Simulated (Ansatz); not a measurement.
This Ansatz (a program for electronic structure) input (B3LYP/aug-pcseg-2) gives -1.18020 Eh with 46 basis functions. A basis named .json is the Basis Set Exchange file of that set (core-valence sets with the plain set on hydrogen).

Ansatz 0.2 input:
```yaml
crystal:
  periodic: [false, false, false]
  atoms:
    - {symbol: H, position_ang: [-0.00000000, -0.00000000, -0.37201156]}
    - {symbol: H, position_ang: [0.00000000, 0.00000000, 0.37201156]}
basis:
  gaussian:
    orbitals: aug-pcseg-2
hamiltonian:
  xc: {name: B3LYP}
magnetization: {spin_polarized: false}
```

Change:
```diff
- orbitals: aug-pcseg-2
+ orbitals: pcseg-0.json
```

Question: What does the run give now?

Answer: -1.16906 Eh (B3LYP/pcseg-0, 4 functions), a change of +11.14 mEh.
